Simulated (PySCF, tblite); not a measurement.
**C4H7FN radical: geometry, infrared bands and EPR parameters**

Aim: predict the infrared bands and EPR parameters of C4H7FN radical (`NC[C@@H]1[CH][C@@H]1F`).

Programs: tblite 0.8.0 and PySCF 2.14.0, with density-fitted response routines of our own. Each step states its level of theory. These are calculated values for one molecule in the gas phase, unless marked as measured. Atoms are numbered from 0 throughout.

## 1. The molecule as given

13 atoms, charge 0, multiplicity 2; geometry from: force field or distance geometry start.

Bonds of the start (Å): N0–C1 1.47, C1–C2 1.51, C2–C3 1.53, C3–C4 1.53, C4–F5 1.38, C4–C2 1.51, N0–H6 1.02, N0–H7 1.05, C1–H8 1.10, C1–H9 1.11, C2–H10 1.11, C3–H11 1.11, C4–H12 1.13.

## 2. Optimising the geometry with GFN2-xTB

What the job is given:

```
{"job": {"kind": "relax", "xc": "GFN2-xTB", "basis": "xTB"}, "charge": 0, "multiplicity": 2}
N      1.881900    -0.393900     0.357800
C      0.878300     0.284000    -0.472500
C     -0.409200    -0.449700    -0.185700
C     -1.670700     0.020900    -0.908900
C     -1.429500     0.362800     0.565800
F     -1.125800     1.675400     0.854400
H      2.676000    -0.769000    -0.167000
H      2.120800     0.148800     1.223700
H      1.156200     0.243500    -1.535200
H      0.802100     1.319800    -0.084100
H     -0.374000    -1.528100     0.070700
H     -2.503600    -0.696400    -1.076000
H     -2.006800    -0.217800     1.339100
```

The run is started by

```
$ OMP_NUM_THREADS=1 python probes_run.py task.json out
```

The driver reads the jobs from task.json and runs them one after another.

**Question.** This job is followed by: GFN2-xTB harmonic vibrations, gas phase; UKS B3LYP, pcH-1 on C F H N, non-relativistic, mean-field spin-orbit, GIAO. What will the session give for the following? strongest single infrared mode (GFN2-xTB); zero-point energy (GFN2-xTB); g(iso) (B3LYP); ⟨S²⟩; largest a(iso) (averaged by class); potential on the surface of density 0.002 e/bohr³, 1st and 99th percentile.

As calculated:

| quantity | value |
| --- | --- |
| strongest single infrared mode (GFN2-xTB) | 936 cm⁻¹, 103 km/mol |
| zero-point energy (GFN2-xTB) | 64.0 kcal/mol |
| g(iso) (B3LYP) | 2.00254 |
| ⟨S²⟩ | 0.754 (exact 0.75) |
| largest a(iso) (averaged by class) | 13C on C3, 221.2 MHz |
| potential on the surface of density 0.002 e/bohr³, 1st and 99th percentile | -1.64 V and 1.29 V |

**Reading.** Over 81 steps the energy fell by 0.703 eV; of the close pairs, C3–C4 changed most, 1.533 to 1.456 Å. All 33 modes are real, so the xTB geometry is a minimum. The strongest single mode, at 936 cm⁻¹, has its largest shares on H6, H7, H11 and N0 (the list is cut at 4 atoms). GFN2-xTB is a fitted tight-binding method: band positions and strengths are rough. Its intensities can rank the bands wrongly. C3 carries the largest spin population, 0.97 e. The isotropic g lies 0.2 ppt above the free-electron value. The conformer search found further structures of the same energy, which may be mirror or relabelled copies of this one.
